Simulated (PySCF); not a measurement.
Compound: C₄H₄FN.
SMILES: `C/C(C#N)=C/F`

The closed-shell ground state was solved at several levels (PySCF, density fitting, gas phase, non-relativistic). Geometry: PBE0-D3(BJ)/def2-SVP; no solvent, vibrations or thermal averaging.

```
          level  basis functions  HOMO (eV)  LUMO (eV)  gap (eV)  dipole (D)
B3LYP/def2-SVPD              155      -7.76      -1.69      6.07        4.80
   PBE/pcSseg-2              272      -6.75      -2.35      4.40        4.71
  PBE0/pcSseg-1              122      -7.90      -1.33      6.57        4.83
```

Estimate the row for B3LYP/pcJ-1, a basis of 202 functions; the other rows only guide the guess.

HOMO -7.68 eV, LUMO -1.55 eV, gap 6.13 eV, dipole 4.80 D.

Over all these levels, which gives the widest orbital gap and which the narrowest?

PBE0/pcSseg-1 (global hybrid, 25 % exact exchange) has the widest, 6.57 eV, and PBE/pcSseg-2 (GGA) the narrowest, 4.40 eV. Functional and basis both differ between the two, so the spread mixes both effects.

How far do the dipole and the HOMO energy spread over the levels?

The dipole runs from 4.71 to 4.83 D (mean 4.78 D) and the HOMO from -7.90 to -6.75 eV.
